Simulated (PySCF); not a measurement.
# Bonding in `C[C@@H]1C[C@@H]1[S-]`

C4H7S (charge -1).
Numbering: `[CH3:1][C@@H:2]1[CH2:3][C@@H:4]1[S-:5]` (hydrogens: H6, H7, H8 on C1; H9 on C2; H10, H11 on C3; H12 on C4)

Cartesian coordinates in Å at the PBE0-D3(BJ)/def2-SVP level; atoms count from 1:
```xyz
12
C4H7S angstrom
C      0.7112   -0.6580    1.2135
C     -0.4624   -0.5702    0.2776
C     -0.2831   -0.1487   -1.1581
C     -0.9498    0.8030   -0.1892
S     -0.1744    2.3248    0.3157
H      0.3815   -0.8869    2.2425
H      1.1832    0.3441    1.2300
H      1.4493   -1.4252    0.9154
H     -1.2463   -1.3236    0.4418
H      0.7227    0.1530   -1.4706
H     -0.8702   -0.6645   -1.9311
H     -2.0461    0.8358   -0.3023
```

Bond orders from the PBE0/pcSseg-1 density (PySCF). Isolated species at its PBE0-D3(BJ)/def2-SVP geometry, gas phase. The pcSseg-1 basis has no diffuse functions, a weakness for an anion. The HOMO energy is positive at this level (+0.47 eV), so the outermost electrons may be held by the finite basis alone.

(1) Where do the orders between heavy atoms depart from those drawn in the SMILES?

(2) Give the Mayer order of every bond, beside its length.

Answers

(1) The largest departure is 0.154, at C4–S5 (drawn single, 1.154). Drawn single, order above 1.12: C4–S5 (1.154). The SMILES, with its formal charges, is one Lewis structure only.

(2) 
```
  bond  drawn as  length (Å)  Mayer order
 C1–C2    single       1.504        1.039
 C2–C3    single       1.507        0.949
 C3–C4    single       1.513        0.901
 C4–S5    single       1.781        1.154
 C4–C2    single       1.530        0.883
 C1–H6    single       1.105        0.969
 C1–H7    single       1.108        0.919
 C1–H8    single       1.106        0.969
 C2–H9    single       1.100        0.960
C3–H10    single       1.096        0.952
C3–H11    single       1.099        0.953
C4–H12    single       1.103        0.953
```

By pair of heavy elements: C–C: lowest C4–C2 (0.883, 1.530 Å), highest C1–C2 (1.039, 1.504 Å).

Sum the orders of all bonds at each heavy atom with more than one neighbour and set the sums beside the valence in the SMILES.

C1 3.896 (drawn 4), C2 3.831 (drawn 4), C3 3.755 (drawn 4), C4 3.891 (drawn 4). Orders between atoms that aren't bonded are not in these sums.

For a closed shell the Mayer order of atoms A and B is Σ (PS)μν (PS)νμ over the basis functions μ on A and ν on B, with P the density and S the overlap matrix.
